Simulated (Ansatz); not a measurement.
# doublet AlCl(+): levels of theory in one basis

```xyz
2

Al    0.0000    0.0000   -1.1004
Cl    0.0000    0.0000    1.1004
```

Basis set: def2-SVP (spherical functions). Frozen core: 10 orbitals. Correlation on ROHF uses semicanonical orbitals with singles. Charge 1, multiplicity 2.

Computed with Ansatz (development build ahead of 0.2.0); each method stands on the lowest determinant of its kind that the runs found.

```csv
method,E − E(ROHF) (eV),<S²> of the determinant
ROHF,0.00,–
UHF,-0.05,0.76
ROHF-MP2,-4.27,–
UHF-MP2,-4.28,0.76
```

Problem. What does ROHF-CCSD(T) give on the same scale?

Solution. -4.88 eV.
